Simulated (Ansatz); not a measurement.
Born–Oppenheimer molecular dynamics of C2H3NS (7 atoms, charge 0, multiplicity 1). It starts from a relaxed structure.

Level of theory: RKS B3LYP/STO-3G (Ansatz 0.2.0).

| Property | Result |
| --- | --- |
| ensemble | NVE (velocity Verlet) |
| time step | 0.5 fs |
| steps asked | 266 |
| starting velocities drawn for | 300 K |
| seed | 132893 |

First frame:

```xyz
7
Properties=species:S:1:pos:R:3
C -1.043 0.414 -0.395
N -0.029 1.039 0.221
C 0.809 -0.276 0.317
S -0.517 -1.277 -0.530
H -1.985 0.880 -0.731
H 1.005 -0.572 1.365
H 1.760 -0.208 -0.246
```

(1) How far do the bonds stretch over the last three quarters of this one trajectory? (Pairs bonded in most of those frames.)

Answers

(1) 
```tsv
bond	mean (Å)	spread (Å)	shortest	longest
C1–N2	1.343	0.020	1.31	1.38
C1–S4	1.777	0.018	1.75	1.81
C1–H5	1.104	0.010	1.09	1.12
N2–C3	1.566	0.021	1.53	1.61
C3–S4	1.866	0.017	1.83	1.90
C3–H6	1.107	0.006	1.10	1.12
C3–H7	1.107	0.007	1.09	1.12
```

Mean temperature of the second half: 149 K. The conserved energy stayed within 0.087 meV per atom of its start (net change 0.065 meV per atom), so the integration is sound. The temperature averaged 0.50 of the 300 K drawn at the start: a run that starts near a minimum puts about half its kinetic energy into the potential. A run of 0.13 ps of so small a system gives no equilibrium averages. Limits of this set-up: minimal basis.

Run time: 2.6 min on 1 thread of Intel(R) Xeon(R) Platinum 8488C (Sapphire Rapids) (shared host), peak memory 0.19 GiB.
